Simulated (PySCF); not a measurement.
Spin-rotation constants: SMILES CCNN(C)C, C4H12N2

Geometry:
```csv
atom,x (Å),y (Å),z (Å)
C1,2.530,-0.215,0.739
C2,1.316,0.420,0.091
N3,0.156,-0.427,0.258
N4,-1.001,0.079,-0.338
C5,-1.706,1.031,0.484
C6,-1.840,-0.992,-0.811
H7,3.427,0.403,0.586
H8,2.714,-1.215,0.320
H9,2.390,-0.327,1.827
H10,1.173,1.444,0.501
H11,1.476,0.543,-0.992
H12,0.000,-0.634,1.252
H13,-2.555,1.459,-0.070
H14,-1.039,1.860,0.762
H15,-2.106,0.578,1.422
H16,-1.249,-1.653,-1.460
H17,-2.266,-1.609,0.013
H18,-2.680,-0.581,-1.392
```

Method: PySCF 2.14.0, GIAO KT3/pcSseg-1 magnetisability, rotational g tensor and spin-rotation constants, non-relativistic, gas phase. Geometry: PBE0-D3(BJ)/def2-SVP.

Question: Give the nuclear spin-rotation constants along the inertial axes (H = +C I·J) beside the isotropic shieldings.

Answer: Rotational constants 7.3412, 1.9032, 1.6536 GHz. A star marks the isotopologue with that one atom substituted, in its own axes.
| atom | isotope | Caa (kHz) | Cbb (kHz) | Ccc (kHz) | mean (kHz) | σ (ppm) |
| --- | --- | --- | --- | --- | --- | --- |
| N3 | 14N | 0.545 | 0.185 | 0.136 | 0.288 | 134.8 |
| N4 | 14N | 0.332 | 0.155 | 0.123 | 0.203 | 174.2 |
| H7 | 1H | -0.165 | -0.178 | -0.117 | -0.153 | 30.2 |
| H8 | 1H | -0.744 | 0.052 | -0.180 | -0.291 | 30.1 |
| H9 | 1H | -0.764 | -0.184 | 0.013 | -0.312 | 30.6 |
| H10 | 1H | -0.682 | 0.088 | -0.164 | -0.253 | 28.3 |
| H11 | 1H | -0.709 | -0.171 | 0.049 | -0.277 | 28.8 |
| H12 | 1H | -1.008 | -0.231 | 0.067 | -0.391 | 31.0 |
| H13 | 1H | 0.059 | -0.183 | -0.131 | -0.085 | 29.0 |
| H14 | 1H | -0.212 | -0.050 | -0.165 | -0.142 | 28.4 |
| H15 | 1H | -0.778 | -0.202 | 0.049 | -0.310 | 30.0 |
| H16 | 1H | -0.544 | 0.019 | -0.153 | -0.226 | 28.7 |
| H17 | 1H | -0.750 | -0.195 | 0.060 | -0.295 | 29.4 |
| H18 | 1H | 0.004 | -0.180 | -0.118 | -0.098 | 29.0 |
| C1 | 13C* | 1.019 | 0.277 | 0.245 | 0.513 | 166.9 |
| C2 | 13C* | 1.373 | 0.396 | 0.298 | 0.689 | 136.2 |
| C5 | 13C* | 1.589 | 0.291 | 0.297 | 0.726 | 140.8 |

For the geometry as given, no vibrational averaging.

Question: How do the rotational constants and the g tensor change when H7, H8, H9, H10, H11, H12, H13, H14, H15, H16, H17, H18 are replaced by deuterium?

Answer: Constants 5.2490, 1.5269, 1.3291 GHz; g -0.0065, -0.0008, -0.0034, against -0.0090, -0.0009, -0.0042 before.
